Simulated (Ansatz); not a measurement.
# Molecular dynamics of C₂H₇O

Input:

```yaml
crystal:
  periodic: [false, false, false]
  atoms:
    - { symbol: H, position_ang: [-0.9367, 0.9043, -0.6308] }
    - { symbol: C, position_ang: [0.2063, 0.101, -0.5364] }
    - { symbol: C, position_ang: [0.4716, -0.0651, 0.9379] }
    - { symbol: O, position_ang: [-0.0251, -1.0659, -1.2471] }
    - { symbol: H, position_ang: [-1.7562, 1.4371, -0.6871] }
    - { symbol: H, position_ang: [0.9592, 0.6785, -1.0682] }
    - { symbol: H, position_ang: [-0.3386, -0.615, 1.4183] }
    - { symbol: H, position_ang: [0.5562, 0.9098, 1.4117] }
    - { symbol: H, position_ang: [1.4042, -0.6116, 1.1054] }
    - { symbol: H, position_ang: [-0.541, -1.6732, -0.7038] }
magnetization:
  spin_polarized: true
  initial_magnetization: 1
basis:
  gaussian: { orbitals: "6-31G*" }
hamiltonian:
  xc: { name: BHLYP }
md:
  timestep: 0.5
  n_steps: 150
  ensemble: nve
  temperature: 600.0
  initial_velocities: maxwell_boltzmann
  seed: 61686
```

Launched with:

```bash
$ ansatz run input.yaml --threads 1 --pin off --max-ram 2048MiB --backend cpu --events-out ev --progress --plain --runs-dir out
```

It starts from a rough guess of a transition structure, not a stationary point.

Output, in part (one step line in 6, the closing report, with atoms numbered from 0):

```
md step     0: t =     0.00 fs  T =   600.0 K  F+E_penalty+E_count = -4229.31226276 eV  E_kin = 0.620448 eV  conserved = -4228.69181476 eV  (27 SCF iters)
md step     6: t =     3.00 fs  T =   385.1 K  F+E_penalty+E_count = -4229.08613090 eV  E_kin = 0.398219 eV  conserved = -4228.68791145 eV  (29 SCF iters)
md step    12: t =     6.00 fs  T =   315.0 K  F+E_penalty+E_count = -4229.01396800 eV  E_kin = 0.325783 eV  conserved = -4228.68818463 eV  (34 SCF iters)
md step    18: t =     9.00 fs  T =   312.3 K  F+E_penalty+E_count = -4229.01291793 eV  E_kin = 0.322944 eV  conserved = -4228.68997410 eV  (33 SCF iters)
md step    24: t =    12.00 fs  T =   294.6 K  F+E_penalty+E_count = -4228.99301859 eV  E_kin = 0.304666 eV  conserved = -4228.68835265 eV  (34 SCF iters)
md step    30: t =    15.00 fs  T =   518.7 K  F+E_penalty+E_count = -4229.22547069 eV  E_kin = 0.536399 eV  conserved = -4228.68907150 eV  (34 SCF iters)
md step    36: t =    18.00 fs  T =   678.2 K  F+E_penalty+E_count = -4229.39032583 eV  E_kin = 0.701362 eV  conserved = -4228.68896363 eV  (34 SCF iters)
md step    42: t =    21.00 fs  T =   866.8 K  F+E_penalty+E_count = -4229.58587700 eV  E_kin = 0.896289 eV  conserved = -4228.68958782 eV  (33 SCF iters)
md step    48: t =    24.00 fs  T =   786.9 K  F+E_penalty+E_count = -4229.50032561 eV  E_kin = 0.813742 eV  conserved = -4228.68658386 eV  (26 SCF iters)
md step    54: t =    27.00 fs  T =   921.5 K  F+E_penalty+E_count = -4229.64398338 eV  E_kin = 0.952939 eV  conserved = -4228.69104445 eV  (34 SCF iters)
md step    60: t =    30.00 fs  T =   999.4 K  F+E_penalty+E_count = -4229.72572085 eV  E_kin = 1.033490 eV  conserved = -4228.69223123 eV  (33 SCF iters)
md step    66: t =    33.00 fs  T =  1017.7 K  F+E_penalty+E_count = -4229.74177410 eV  E_kin = 1.052372 eV  conserved = -4228.68940160 eV  (32 SCF iters)
md step    72: t =    36.00 fs  T =  1030.2 K  F+E_penalty+E_count = -4229.75328878 eV  E_kin = 1.065320 eV  conserved = -4228.68796927 eV  (33 SCF iters)
md step    78: t =    39.00 fs  T =   997.8 K  F+E_penalty+E_count = -4229.72130161 eV  E_kin = 1.031846 eV  conserved = -4228.68945608 eV  (34 SCF iters)
md step    84: t =    42.00 fs  T =  1046.3 K  F+E_penalty+E_count = -4229.77421314 eV  E_kin = 1.081964 eV  conserved = -4228.69224958 eV  (33 SCF iters)
md step    90: t =    45.00 fs  T =   933.2 K  F+E_penalty+E_count = -4229.65379766 eV  E_kin = 0.964975 eV  conserved = -4228.68882246 eV  (34 SCF iters)
md step    96: t =    48.00 fs  T =  1089.7 K  F+E_penalty+E_count = -4229.81877517 eV  E_kin = 1.126871 eV  conserved = -4228.69190409 eV  (33 SCF iters)
md step   102: t =    51.00 fs  T =  1043.5 K  F+E_penalty+E_count = -4229.76943646 eV  E_kin = 1.079093 eV  conserved = -4228.69034333 eV  (34 SCF iters)
md step   108: t =    54.00 fs  T =   947.2 K  F+E_penalty+E_count = -4229.66739798 eV  E_kin = 0.979433 eV  conserved = -4228.68796495 eV  (28 SCF iters)
md step   114: t =    57.00 fs  T =   926.7 K  F+E_penalty+E_count = -4229.64799543 eV  E_kin = 0.958302 eV  conserved = -4228.68969342 eV  (32 SCF iters)
md step   120: t =    60.00 fs  T =   935.9 K  F+E_penalty+E_count = -4229.65896413 eV  E_kin = 0.967790 eV  conserved = -4228.69117448 eV  (33 SCF iters)
md step   126: t =    63.00 fs  T =   925.3 K  F+E_penalty+E_count = -4229.64738844 eV  E_kin = 0.956784 eV  conserved = -4228.69060424 eV  (33 SCF iters)
md step   132: t =    66.00 fs  T =   877.8 K  F+E_penalty+E_count = -4229.59619243 eV  E_kin = 0.907732 eV  conserved = -4228.68846048 eV  (34 SCF iters)
md step   138: t =    69.00 fs  T =   991.6 K  F+E_penalty+E_count = -4229.71524563 eV  E_kin = 1.025378 eV  conserved = -4228.68986760 eV  (32 SCF iters)
md step   144: t =    72.00 fs  T =   935.8 K  F+E_penalty+E_count = -4229.65560388 eV  E_kin = 0.967731 eV  conserved = -4228.68787254 eV  (35 SCF iters)
md step   150: t =    75.00 fs  T =   940.2 K  F+E_penalty+E_count = -4229.66076345 eV  E_kin = 0.972265 eV  conserved = -4228.68849796 eV  (29 SCF iters)
Total energy: -4229.66093346 eV, -155.4371723376 hartree
Atom 0 at    -5.685062     2.935157    -1.358422 Å, force     0.128198    -1.114541     1.152349 eV/Å
Atom 1 at     0.783918    -0.098247    -0.533850 Å, force    -0.576233    -1.691709    -0.038220 eV/Å
Atom 2 at     0.560586    -0.115935     0.962531 Å, force     0.068703    -0.236950    -0.467338 eV/Å
Atom 3 at    -0.016752    -1.029811    -1.230079 Å, force     2.991986     2.714667    -1.572673 eV/Å
Atom 4 at    -5.622769     2.391949    -0.796737 Å, force    -0.128445     1.114632    -1.152278 eV/Å
Atom 5 at     1.771957    -0.053099    -0.990717 Å, force    -0.334383     0.238540     0.239625 eV/Å
Atom 6 at    -0.494332     0.068315     1.097093 Å, force    -0.441807    -0.104863     0.280406 eV/Å
Atom 7 at     1.053537     0.677959     1.518005 Å, force     0.319591    -0.125151    -0.244898 eV/Å
Atom 8 at     0.796534    -1.099296     1.434848 Å, force    -0.023215     0.667746    -0.352136 eV/Å
Atom 9 at    -0.548290    -1.484001    -0.652612 Å, force    -2.004395    -1.462370     2.155163 eV/Å
Dipole moment:    -0.021309    -0.072030     0.403042 e Å
```

The run went to its last step. The conserved energy stayed within 0.57 meV per atom of its start (net change 0.33 meV per atom), so the integration is sound. The system heated up, since it started high on the potential surface and ran downhill. A run of 0.075 ps of so small a system gives no equilibrium averages.

The step under study would form H1–H5 and break H1–C2. These pairs go: H1–H5 0.98 → 0.78 Å, H1–C2 1.40 → 7.19 Å. In the last frame they stand as after the step (other bonds may differ from the relaxed reactants and products). It ends as C2H5O + H2. Pairs count as bonded within 1.25 times the sum of covalent radii (0.12 Å more for H–H).

Last frame:

```xyz
10
Properties=species:S:1:pos:R:3
H -5.685 2.935 -1.358
C 0.784 -0.098 -0.534
C 0.561 -0.116 0.963
O -0.017 -1.030 -1.230
H -5.623 2.392 -0.797
H 1.772 -0.053 -0.991
H -0.494 0.068 1.097
H 1.054 0.678 1.518
H 0.796 -1.099 1.435
H -0.548 -1.484 -0.653
```

Time of the run: 7.2 min on 1 thread of Arm Neoverse V1 (shared host), peak memory 0.14 GiB.
